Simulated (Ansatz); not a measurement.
Fluorite CdF2, treated with PBE (PAW; Ansatz, a quantum-chemistry and plane-wave program).

Settings: plane-wave cutoff 500 eV, 10×10×10 k mesh, gaussian smearing 0.02 eV, scalar-relativistic PAW data made under PBE.

Computed at the level's own relaxed cell.

Problem. What does this level give for the equilibrium volume per atom, equilibrium lattice constant a and band gap?

Solution. 
* **equilibrium volume per atom**: 13.72 Å³/atom
* **equilibrium lattice constant a**: 5.481 Å
* **band gap**: 2.92 eV (on the SCF k mesh)

Measured, for comparison: band gap 7.8 eV (temperature not stated, no zero-point or thermal correction, indirect W–Γ; as tabulated in Cappellini et al. (2013), arXiv:1302.2571); lattice constant a 5.388 Å (temperature not stated, copied from a table, unchecked, no zero-point or thermal correction; as tabulated in Crystal Structures 1, 239 (1963)). Computed (rounded) less measured: lattice constant a not scored (unchecked).

Spin–orbit coupling is not included.
